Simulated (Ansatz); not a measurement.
Input file:

```yaml
crystal:
  periodic: [false, false, false]
  atoms:
    - {symbol: C, position_ang: [0.000000, 0.000000, 0.180833]}
    - {symbol: Be, position_ang: [0.000000, 0.000000, -1.443367]}
    - {symbol: H, position_ang: [0.000000, 0.000000, 1.262533]}
basis:
  gaussian: {orbitals: 6-31G}
magnetization: {spin_polarized: true, initial_magnetization: 1}
correlation: {method: ccsdtq, electrons: outside_noble_gas}
```

```sh
$ ansatz run in.yaml --threads 1 --pin off --events-out ev --progress --plain --max-ram 2393MiB
```

The program prints:

```
439 factors; integrals over basis functions are off by at most 1.5e-7 eV
mean field evaluation 1: about -1435.3789 eV, gradient 1.6e1 eV
mean field evaluation 2: about -1435.3795 eV, gradient 1.6e1 eV
mean field evaluation 4: about -1437.8367 eV, gradient 2.2e0 eV
mean field evaluation 8: about -1438.0089 eV, gradient 7.1e-1 eV
mean field evaluation 16: about -1440.5229 eV, gradient 2.9e0 eV
mean field evaluation 32: about -1437.9207 eV, gradient 2.6e-1 eV
mean field evaluation 64: about -1437.9227 eV, gradient 6.7e-2 eV
mean field evaluation 96: about -1437.9370 eV, gradient 2.2e-1 eV
mean field evaluation 128: about -1438.3874 eV, gradient 2.8e-1 eV
mean field evaluation 160: about -1439.9818 eV, gradient 2.0e-4 eV
...
cycle  22  -1.89665463 eV  change    6.4e-5 eV  update   2.0e-5
cycle  23  -1.89668423 eV  change   -3.0e-5 eV  update   1.1e-5
cycle  24  -1.89668341 eV  change    8.2e-7 eV  update   5.3e-6
cycle  25  -1.89668786 eV  change   -4.5e-6 eV  update   3.6e-6
cycle  26  -1.89668917 eV  change   -1.3e-6 eV  update   1.8e-6
cycle  27  -1.89668926 eV  change   -9.1e-8 eV  update   1.4e-6
cycle  28  -1.89668951 eV  change   -2.5e-7 eV  update   1.1e-6
cycle  29  -1.89669024 eV  change   -7.3e-7 eV  update   6.7e-7
cycle  30  -1.89669131 eV  change   -1.1e-6 eV  update   3.9e-7
cycle  31  -1.89669209 eV  change   -7.9e-7 eV  update   1.9e-7
WARN: the amplitudes ended 0.142 eV above the screening CCSD of this reference; another start, from that CCSD's amplitudes, converged but did not end clearly lower
Total energy: -1442.57919992 eV, -53.0138077818 hartree
```

For the same geometry and basis full CI lies 1.1 meV lower. The determinant has ⟨S²⟩ = 1.77, so this isn't a pure spin state. By full CI's occupations no single determinant describes the state well.

Ran on 1 thread of Arm Neoverse V2, shared host: 31 s wall, 0.17 GiB peak host memory.
